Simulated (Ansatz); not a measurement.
**C2H3NO: taking an electron away**

The task here is to estimate one member of a computed series from the others.

Computed with Ansatz 0.2.0, Gaussian basis. Level: unrestricted cation, the program's frozen cores in correlated methods.

Plan: UKS PBE-D4/def2-TZVPP; UKS r2SCAN-D4/def2-TZVPP; UKS PBE0-D4/def2-TZVPP; UKS B3LYP-D4/def2-TZVPP; UKS wB97X-V/def2-TZVPP; UKS wB97M-V/def2-TZVPP; UKS B2PLYP/def2-TZVPP; UHF-CCSD(T)/def2-TZVPP; UHF-MP2/def2-QZVPP; extrapolation to the limit; then −ε(HOMO) from the neutral's earlier runs with LDA (SPW92), PBE-D4, revPBE-D4, BLYP-D4, r2SCAN-D4, B97M-V, PBE0-D4, B3LYP-D4, r2SCANh-D4, r2SCAN0-D4, HSE06-D4, BHLYP-D4, CAM-B3LYP-D4, LC-ωPBE, ωB97X-V, ωB97M-V.

### The geometry

All runs share one geometry, relaxed beforehand with PBE0-D4 in a triple-zeta def2 set.

7 atoms, charge 0, spin multiplicity 1.

Atoms are counted from 1 here; the program's logs count them from 0.

Bond lengths: C1–O2 1.443 Å, C1–H5 1.090 Å, C1–H6 1.090 Å, C1–H7 1.086 Å, O2–C3 1.281 Å, C3–N4 1.155 Å. Angles: O2–C1–H5 109.7°, O2–C1–H6 109.7°, O2–C1–H7 105.4°, H5–C1–H6 110.6°, H5–C1–H7 110.6°, H6–C1–H7 110.6°, C1–O2–C3 115.0°, O2–C3–N4 178.2°.

As a file:

| atom | x (Å) | y (Å) | z (Å) |
| --- | --- | --- | --- |
| C1 | -0.3221 | 0.7112 | -0.2976 |
| O2 | 0.8825 | -0.0582 | -0.0990 |
| C3 | 0.7096 | -1.2006 | 0.4539 |
| N4 | 0.5886 | -2.2361 | 0.9504 |
| H5 | -1.0046 | 0.1654 | -0.9495 |
| H6 | -0.7923 | 0.9145 | 0.6649 |
| H7 | -0.0004 | 1.6357 | -0.7689 |

Set-up of the first run:

in.yaml

```yaml
crystal:
  periodic: [false, false, false]
  atoms:
    - {symbol: C, position_ang: [-0.322150, 0.711221, -0.297597]}
    - {symbol: O, position_ang: [0.882508, -0.058184, -0.099035]}
    - {symbol: C, position_ang: [0.709591, -1.200598, 0.453919]}
    - {symbol: N, position_ang: [0.588564, -2.236098, 0.950430]}
    - {symbol: H, position_ang: [-1.004630, 0.165363, -0.949450]}
    - {symbol: H, position_ang: [-0.792261, 0.914475, 0.664867]}
    - {symbol: H, position_ang: [-0.000423, 1.635722, -0.768935]}
basis:
  gaussian: {orbitals: def2-TZVPP}
total_charge: 1
magnetization: {spin_polarized: true, initial_magnetization: 1}
hamiltonian: {xc: pbe, dispersion: d4}
```

Run with:

```
$ ansatz run in.yaml --threads 2 --pin off --events-out ev --progress --plain --max-ram 4352MiB
```

Steps of the session up to this table: Cation, UKS PBE-D4/def2-TZVPP; Cation, UKS r2SCAN-D4/def2-TZVPP; Cation, UKS PBE0-D4/def2-TZVPP; Cation, UKS B3LYP-D4/def2-TZVPP; Cation, UKS wB97X-V/def2-TZVPP; Cation, UKS wB97M-V/def2-TZVPP; Cation, UKS B2PLYP (frozen core)/def2-TZVPP; Cation, UHF-CCSD(T)/def2-TZVPP; Cation, UHF-MP2/def2-QZVPP.

One of the session's tables, all rows but one given; the rest of the session is left out.

For comparison, −ε(HOMO) of the neutral from earlier runs:

```
  functional  −ε(HOMO) (eV)
 LDA (SPW92)           7.32
      PBE-D4           7.11
   revPBE-D4           7.04
     BLYP-D4              ?
   r2SCAN-D4           7.40
      B97M-V           7.43
     PBE0-D4           8.56
    B3LYP-D4           8.31
  r2SCANh-D4           7.95
  r2SCAN0-D4           8.76
    HSE06-D4           8.15
    BHLYP-D4           9.90
CAM-B3LYP-D4           9.99
     LC-ωPBE          11.36
     ωB97X-V          10.97
     ωB97M-V          10.88
```

Estimate the missing values for BLYP-D4.

Worked estimate for «−ε(HOMO) (eV)». Against the share of exact exchange, B3LYP-D4 (0.2, 8.31), BHLYP-D4 (0.5, 9.90) give a slope of 5.30 per unit share; at 0 the line stands at 7.25.

The run gave: −ε(HOMO) (eV): 6.99. In «−ε(HOMO) (eV)» the line misses by +0.26.

To keep in mind: The cation may have settled in a state other than its lowest; no search over hole states beyond the program's own was made.
